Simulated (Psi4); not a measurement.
## Exact exchange and the dipole moment of C2H2O (oxirene)

C2H2O has 5 atoms, charge 0, and is taken as a singlet. SMILES: `C1=CO1`. The shape is that of a PBE0-D4/def2-TZVP optimisation.

The dipole moment y, in D, basis aug-cc-pVDZ; a is the functional's share of exact exchange. Programs: Psi4 1.11.

```
functional  program     a  y (D)
    r2SCAN     Psi4     0   2.25
      TPSS     Psi4     0   2.22
     TPSSh     Psi4   0.1      ?
     B3LYP     Psi4   0.2   2.32
      PBE0     Psi4  0.25   2.30
     BHLYP     Psi4   0.5   2.44
```

Q: Fit y = c + s·a to the known rows and predict TPSSh.

A: 
1. Means of the 5 rows: a = 0.1900, y = 2.306.
2. Σ(Δa)² = 0.172, Σ(Δa·Δy) = 0.0683, so the slope is 0.0683/0.172 = 0.39709.
3. Intercept: 2.306 − (0.39709) × 0.1900 = 2.231. The largest residual of the fit is 0.030.
4. TPSSh: 2.231 + (0.39709) × 0.1 = 2.27 D.

The run gave 2.27 D, so the prediction is off by 0.00 D: they agree to the digits shown. More exact exchange makes the molecule more polar here.
